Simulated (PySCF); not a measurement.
# Sulfur: a sound run and one with changed settings

Sound run: S [Ne] 3s2 3p4, S⁺ [Ne] 3s2 3p3. Computed with PySCF 2.14 in def2-TZVP (5s5p2d1f, 37 functions), with no relativity, point nucleus. In the sound run the correlated levels freeze [Ne]. The sound run starts from symmetry-adapted Hartree-Fock orbitals and uses a fine grid where one is needed.

Changed run: scalar relativity by spin-free X2C-1e. This setting is unsound on purpose.

| species | method | sound run (hartree) | changed run (hartree) | converged |
| --- | --- | --- | --- | --- |
| S | UHF | -397.50196 | -398.46559 | yes |
| S | MN15 | -398.00004 | -398.97451 | yes |
| S | M06-L | -398.10428 | -399.06958 | yes |
| S | MP2 | -397.61612 | -398.57979 | yes |
| S | CCSD(T) | -397.64473 | -398.60833 | yes |
| S⁺ | UHF | -397.16268 | -398.12672 | yes |
| S⁺ | MN15 | -397.61910 | -398.59399 | yes |
| S⁺ | M06-L | -397.72827 | -398.69387 | yes |
| S⁺ | MP2 | -397.25032 | -398.21434 | yes |
| S⁺ | CCSD(T) | -397.27393 | -398.23787 | yes |

Ionisation energy of S:

```
 method  sound run (eV)  changed run (eV)
    UHF           9.232             9.221
   MN15          10.366            10.354
  M06-L          10.232            10.223
    MP2           9.954             9.945
SCS-MP2          10.028            10.019
   CCSD          10.058            10.049
CCSD(T)          10.090            10.081
```

Most of the change in total energy is the relativistic energy itself. On top of that the contraction fixes the core shape for the Hamiltonian it was made with, so the changed run is not a good calculation with the other Hamiltonian either.

For comparison, NIST gives 10.360 eV between the lowest levels.
